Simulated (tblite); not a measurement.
## Reproducing measurements on ethene

**The experiment to reproduce.**

From CRC Handbook of Chemistry and Physics, for the gas at 298.15 K: standard entropy 219.3 J/(mol K).

The runs below try to reproduce these values; the comparison stands at the end.

Species: ethene, C2H4.
SMILES with atom numbers: `[CH2:1]=[CH2:2]` (hydrogens: H3, H4 on C1; H5, H6 on C2)

Structure used (GFN2-xTB), in Å, numbered top down from 1:
```xyz
6
C2H4 angstrom
C      0.644    0.133   -0.048
C     -0.643   -0.132    0.041
H      1.018    1.143   -0.077
H      1.386   -0.648   -0.098
H     -1.384    0.649    0.090
H     -1.018   -1.142    0.070
```

GFN2-xTB wavenumbers (cm⁻¹, harmonic, unscaled, at the method's own geometry): 842, 872, 1022, 1036, 1184, 1394, 1420, 1705, 3096, 3097, 3104, 3129. Point group D2h, symmetry number 4. Entropy at 298.15 K and 1 bar in J/(mol K): translation 150.4, rotation 66.1, vibration 2.4.

## Comparison

**Standard entropy at 298.15 K.** Measured: 219.3 J/(mol K) (298.15 K; CRC Handbook of Chemistry and Physics).

```tsv
level	computed (J/(mol K))	computed − measured (J/(mol K))	% (from the printed values)
GFN2-xTB, rigid rotor and harmonic oscillator	219.0	-0.3	0
```

Ideal gas at 1 bar, most abundant isotopes; table values of this kind come from calorimetry or from spectroscopic constants.

No measured geometry was used, and the causes of the misses weren't examined.
